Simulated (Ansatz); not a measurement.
Results of PBEsol (Ansatz, a quantum-chemistry and plane-wave program, PAW) for rhombohedral A7 Bi.

Settings: plane-wave cutoff 520 eV, 18×18×18 k mesh, Fermi–Dirac smearing 0.084 eV (set by the program), scalar-relativistic PAW data made under PBE.

Computed at the level's own relaxed cell.

Problem. Predict the elastic constant C11, Voigt–Reuss–Hill bulk modulus, elastic constant C33, elastic constant C12, Poisson ratio, elastic constant C13, elastic constant C44 and elastic constant C66.

Solution. 
- elastic constant C11 = 73.4 GPa
- Voigt–Reuss–Hill bulk modulus = 38.2 GPa
- elastic constant C33 = 41.6 GPa
- elastic constant C12 = 31.3 GPa
- Poisson ratio = 0.339
- elastic constant C13 = 27.2 GPa
- elastic constant C44 = 11.1 GPa
- elastic constant C66 = 21.0 GPa

Measured, for comparison: elastic constant C11 69.3 GPa, elastic constant C33 40.4 GPa, elastic constant C12 24.5 GPa, elastic constant C13 25.4 GPa, elastic constant C44 13.5 GPa (4 K, zero-point motion not removed; as tabulated in Arnaud et al. (2016), arXiv:1602.08959); elastic constant C66 19.4 GPa (301 K, not corrected to a static lattice; as tabulated in Elastic Constants of Bismuth (J. Appl. Phys.)). Computed (rounded) less measured: elastic constant C11 +6 %, elastic constant C33 +3 %, elastic constant C12 +28 %, elastic constant C13 +7 %, elastic constant C44 -18 %, elastic constant C66 +8 %. A static lattice is as a rule a little smaller and stiffer than an uncorrected measurement, which narrows the difference in the elastic constant C66 and would widen misses of the other sign.

Note: the cell comes from a level without a dispersion term, which matters for the spacing of layers, chains or molecules.

Elastic constants are with the ions relaxed.

Spin–orbit coupling is not included; it can shift volumes and moduli of such heavy elements.

The computed numbers hold no vibrational or temperature effects.

The result took very roughly 90 core-minutes.
